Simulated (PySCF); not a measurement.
# Level sweep

Compound: lithium sodium, NaLi.
SMILES with atom numbers: `[Li:1][Na:2]`

PySCF, dipoles from the SCF density, polarisabilities from static response with core orbitals frozen. Isolated species at its PBE0-D3(BJ)/def2-SVP geometry, gas phase.

Question: How do dipole and polarisability depend on functional and basis here?

Answer: 

| level | μ (D) | error (%) | α (au) | error (%) | anisotropy (au) |
| --- | --- | --- | --- | --- | --- |
| LDA/def2-SVPD | 0.235 | -48.8 | 230.48 | -14.6 | 135.73 |
| PBE/def2-SVPD | 0.176 | -61.8 | 232.48 | -13.9 | 132.57 |
| B3LYP/def2-SVPD | 0.004 | -99.1 | 224.29 | -16.9 | 128.98 |
| PBE0/def2-SVPD | 0.315 | -31.6 | 236.34 | -12.4 | 124.49 |
| BHandHLYP/def2-SVPD | 0.121 | -73.6 | 225.20 | -16.6 | 118.89 |
| CAM-B3LYP/def2-SVPD | 0.056 | -87.9 | 220.36 | -18.4 | 116.57 |
| wB97X-D/def2-SVPD | 0.318 | -30.9 | 254.63 | -5.7 | 122.08 |
| LC-wPBE/def2-SVPD | 0.726 | +57.8 | 236.80 | -12.3 | 101.03 |
| HF/def2-SVPD | 0.575 | +25.1 | 252.15 | -6.6 | 111.14 |
| PBE0/def2-SVP | 0.346 | -24.8 | 197.94 | -26.7 | 177.74 |
| PBE0/6-31G* | 0.284 | -38.4 | 224.88 | -16.7 | 119.45 |
| PBE0/def2-TZVP | 0.416 | -9.6 | 217.48 | -19.4 | 128.74 |

Reference dipole: 0.460 D (measured, gas; NIST CCCBDB Release 22 (SRD 101), experimental dipoles). Reference dipole: 0.484 D (computed, CCSD(T)/CBS, all electrons, equilibrium geometry, gas; Hait, Head-Gordon, J. Chem. Theory Comput. 14 (2018) 1969). Reference dipole: 0.470 D (measured, gas; Liu, Meijer, Perez-Rios, Phys. Chem. Chem. Phys. 22 (2020) 24191). Reference polarisability: 39.999 Å³ (measured, gas; NIST CCCBDB Release 22 (SRD 101), experimental polarizabilities). Reference polarisability: 35.124 Å³ (computed, CCSD(T)/CBS, static electronic, isotropic average, equilibrium geometry, gas; Hait, Head-Gordon, Phys. Chem. Chem. Phys. 20 (2018) 19800). Errors are taken against the first value of each kind. The anisotropy is √(½[(α1 − α2)² + (α2 − α3)² + (α3 − α1)²]). For the dipole, the smallest error is 9.6% (PBE0/def2-TZVP) and the largest 99.1% (B3LYP/def2-SVPD). Even the closest misses by 10%. For the polarisability, the smallest error is 5.7% (wB97X-D/def2-SVPD) and the largest 26.7% (PBE0/def2-SVP). The dipole runs from 0.00 D (B3LYP/def2-SVPD) to 0.73 D (LC-wPBE/def2-SVPD). In one basis (def2-SVPD) the functionals order the polarisability from CAM-B3LYP (lowest) to wB97X-D (highest), a spread of 16%. With PBE0 the polarisability is 213.44 au without diffuse functions (mean of def2-SVP, 6-31G* and def2-TZVP) and 236.34 au with them (def2-SVPD). Measured values can belong to vibrating molecules; the computed ones are for one fixed geometry.
